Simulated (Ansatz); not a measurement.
Input file:

```yaml
crystal:
  periodic: [false, false, false]
  atoms:
    - {symbol: Si, position_ang: [0.000000, 0.000000, 3.267745]}
    - {symbol: B, position_ang: [0.000000, 0.000000, -0.465696]}
    - {symbol: H, position_ang: [0.000000, 0.000000, -2.802049]}
basis:
  gaussian: {orbitals: 6-31G}
magnetization: {spin_polarized: true, initial_magnetization: 0}
hamiltonian: {xc: {name: wB97M-V}}
output: {orbitals: {seedname: orbitals}}
```

```sh
$ ansatz run in.yaml --threads 1 --pin off --events-out ev --progress --plain --max-ram 2393MiB
```

Output:

```
  # Of w^i u^j: cxij and so on, Table III.
  gx(w, u) = 1 - cx + cx01*u + cx10*w
  gss(w, u) = css00 + css04*u^4 + css10*w + css20*w^2 + css43*w^4*u^3
  gos(w, u) = cos00 + cos10*w + (cos20 + cos21*u)*w^2 + (cos60 + cos61*u)*w^6
      + integral(e_c_pw_mod_opposite_spin*gos(b97_w_opposite, b97_u_opposite)) + vv10(b, c)
298 factors; integrals over basis functions are off by at most 1.3e-4 eV
116 factors; integrals over basis functions are off by at most 2.2e-5 eV
mean field evaluation 1: about -8554.5241 eV, gradient 1.1e1 eV
mean field evaluation 2: about -8555.5701 eV, gradient 9.4e0 eV
mean field evaluation 4: about -8556.6658 eV, gradient 6.9e-1 eV
mean field evaluation 8: about -8556.6765 eV, gradient 3.6e-2 eV
mean field evaluation 16: about -8556.6766 eV, gradient 1.6e-5 eV
mean field evaluation 32: about -8557.3744 eV, gradient 2.6e-1 eV
mean field evaluation 64: about -8557.3828 eV, gradient 4.8e-2 eV
mean field evaluation 96: about -8557.5255 eV, gradient 9.9e-2 eV
mean field evaluation 128: about -8556.6632 eV, gradient 9.3e-2 eV
mean field evaluation 160: about -8557.5421 eV, gradient 3.9e-6 eV
mean field -8557.54210057 eV, -314.4838716856 hartree, gradient 3.9e-6 eV, S^2 1.275710; 12 other end points of the search recorded, 0 dependent functions left out
reference -8557.54213377 eV, -314.4838729058 hartree; 10, 10 occupied and 14, 14 virtual orbitals, 298 factors
Total energy: -8557.54213377 eV, -314.4838729058 hartree
```

Ran on 1 thread of Intel Xeon, shared host: 53 s wall, 0.15 GiB peak host memory.
